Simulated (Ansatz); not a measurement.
# C₂H₄FN: taking an electron away

Aim: the vertical ionisation energy of C₂H₄FN, as cation minus neutral at the neutral's geometry, on several levels, and how well −ε(HOMO) stands in for it.

Computed with Ansatz 0.2.0, Gaussian basis. Level: unrestricted cation, the program's frozen cores in correlated methods.

Plan: UKS PBE-D4/def2-TZVPP; UKS r2SCAN-D4/def2-TZVPP; UKS PBE0-D4/def2-TZVPP; UKS B3LYP-D4/def2-TZVPP; UKS wB97X-V/def2-TZVPP; UKS wB97M-V/def2-TZVPP; UKS B2PLYP/def2-TZVPP; UHF-CCSD(T)/def2-TZVPP; UHF-MP2/def2-QZVPP; extrapolation to the limit; then −ε(HOMO) from the neutral's earlier runs with LDA (SPW92), PBE-D4, revPBE-D4, BLYP-D4, r2SCAN-D4, B97M-V, PBE0-D4, B3LYP-D4, r2SCANh-D4, r2SCAN0-D4, HSE06-D4, BHLYP-D4, CAM-B3LYP-D4, LC-ωPBE, ωB97X-V, ωB97M-V.

## (1) The geometry

The geometry comes from an earlier relaxation with PBE0-D4 in a triple-zeta def2 set; it is a stationary point, not always the lowest conformer.

SMILES `N=CCF`, 8 atoms, charge 0, spin multiplicity 1.

Atoms are counted from 1 here; the program's logs count them from 0.

Bond lengths: N1–C2 1.259 Å, N1–H5 1.023 Å, C2–C3 1.497 Å, C2–H6 1.095 Å, C3–F4 1.373 Å, C3–H7 1.096 Å, C3–H8 1.096 Å. Angles: C2–N1–H5 110.0°, N1–C2–C3 126.7°, N1–C2–H6 118.9°, C3–C2–H6 114.4°, C2–C3–F4 111.2°, C2–C3–H7 110.1°, C2–C3–H8 110.1°, F4–C3–H7 108.6°, F4–C3–H8 108.6°, H7–C3–H8 108.2°.

As a file:

```xyz
8
charge 0, multiplicity 1
N    -1.02958    1.26975   -0.19881
C    -0.06669    0.67636    0.35337
C     0.46668   -0.67810    0.00476
F    -0.23758   -1.23705   -1.03335
H    -1.41771    0.68827   -0.94529
H     0.45763    1.17106    1.17776
H     0.39855   -1.34412    0.87298
H     1.52080   -0.60338   -0.28723
```

## (2) Cation, UKS PBE-D4/def2-TZVPP

Input file in.yaml:

```yaml
crystal:
  periodic: [false, false, false]
  atoms:
    - {symbol: N, position_ang: [-1.029576, 1.269751, -0.198809]}
    - {symbol: C, position_ang: [-0.066692, 0.676365, 0.353368]}
    - {symbol: C, position_ang: [0.466683, -0.678102, 0.004764]}
    - {symbol: F, position_ang: [-0.237583, -1.237046, -1.033346]}
    - {symbol: H, position_ang: [-1.417714, 0.688270, -0.945293]}
    - {symbol: H, position_ang: [0.457628, 1.171061, 1.177764]}
    - {symbol: H, position_ang: [0.398552, -1.344118, 0.872980]}
    - {symbol: H, position_ang: [1.520802, -0.603380, -0.287227]}
basis:
  gaussian: {orbitals: def2-TZVPP}
total_charge: 1
magnetization: {spin_polarized: true, initial_magnetization: 1}
hamiltonian: {xc: pbe, dispersion: d4}
```

The run is started by

```
> ansatz run in.yaml --threads 2 --pin off --events-out ev --progress --plain --max-ram 4352MiB
```

The runs that follow: Cation, UKS r2SCAN-D4/def2-TZVPP; Cation, UKS PBE0-D4/def2-TZVPP; Cation, UKS B3LYP-D4/def2-TZVPP; Cation, UKS wB97X-V/def2-TZVPP; Cation, UKS wB97M-V/def2-TZVPP; Cation, UKS B2PLYP (frozen core)/def2-TZVPP; Cation, UHF-CCSD(T)/def2-TZVPP; Cation, UHF-MP2/def2-QZVPP.

**Question.** What will the summary of the whole plan be? Wanted: ionisation energy, CCSD(T)/CBS; nearest functional by difference; nearest −ε(HOMO); −ε(HOMO) of PBE; T1 of the cation.

As calculated:

| quantity | value |
| --- | --- |
| ionisation energy, CCSD(T)/CBS | 10.66 eV |
| nearest functional by difference | ωB97M-V (-0.17 eV) |
| nearest −ε(HOMO) | LC-ωPBE (+0.05 eV) |
| −ε(HOMO) of PBE | 6.31 eV |
| T1 of the cation | 0.030 |

**Reading.** Energy differences with functionals land within 0.47 eV of the reference. −ε(HOMO) of PBE misses by 4.3 eV, since self-interaction lifts the level. Among orbital estimates LC-ωPBE comes nearest. Hartree-Fock falls 1.44 eV short, as the neutral has more correlation energy than the cation. The cation's T1 (from the report) is 0.030, near the customary mark of 0.045 for open shells, so the coupled-cluster value is less safe. The cation may have settled in a state other than its lowest; no search over hole states beyond the program's own was made.
